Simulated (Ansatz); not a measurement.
A structure relaxed at r2SCAN-D4/def2-TZVP in Ansatz, charge 0, singlet:

```xyz
3

Li   -1.350   -0.967    0.790
Li    0.296    1.502   -1.020
Si    1.054   -0.535    0.229
```

(1) Give its formula and point group.

(2) Summarise the bond lengths by kind (pairs closer than 1.2 times the sum of covalent radii, bridged metal pairs left out).

Answers

(1) Li2Si. Point group C2v (tolerance 0.1 Å).

(2) 2 × Li–Si 2.51 Å.

The restricted singlet is unstable: a solution with broken spin symmetry lies lower. At r2SCAN-D4/def2-TZVP a triplet of charge 0 lies 0.63 eV below the restricted singlet, each at its own geometry. The structure comes from a short search, and lower isomers may exist.
